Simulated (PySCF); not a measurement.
# Working with the constants of AlCl

RHF-CCSD(T) constants of AlCl, ¹Σ⁺ (singlet), closed shell (basis Al def2-TZVPPD, Cl def2-TZVPPD; no relativity; PySCF 2.14; masses 26.9815 and 34.9689 u):

* ωe: 477.9 cm⁻¹
* ωexe: 2.02 cm⁻¹
* Be: 0.23944 cm⁻¹
* αe: 0.00153 cm⁻¹
* D (centrifugal): 2.4e-07 cm⁻¹
* De to Al + Cl: 5.10 eV

Problem. Give the band origin of the fundamental and the first lines of its P and R branches.

Solution. ν0 = ωe − 2ωexe = 473.9 cm⁻¹, B0 = 0.23867, B1 = 0.23714 cm⁻¹.

| J″ | P(J″) − ν0 | R(J″) − ν0 |
| --- | --- | --- |
| 0 |  | 0.474 |
| 1 | -0.477 | 0.946 |
| 2 | -0.958 | 1.414 |
| 3 | -1.441 | 1.879 |
| 4 | -1.928 | 2.341 |
| 5 | -2.417 | 2.800 |
| 6 | -2.910 | 3.255 |

Problem. Near which J would the R branch turn back, without centrifugal distortion?

Solution. At J ≈ (B0 + B1)/(2(B0 − B1)) − 1 ≈ 150.

Measured values (Huber and Herzberg, Constants of Diatomic Molecules (1979)): ωe = 481.3 cm⁻¹, ωexe = 1.95 cm⁻¹, Be = 0.24393012 cm⁻¹, αe = 0.00161113 cm⁻¹.

Correlated steps freeze 10 core orbitals. Where the molecule has an RHF reference, its open-shell atoms are computed with UHF.
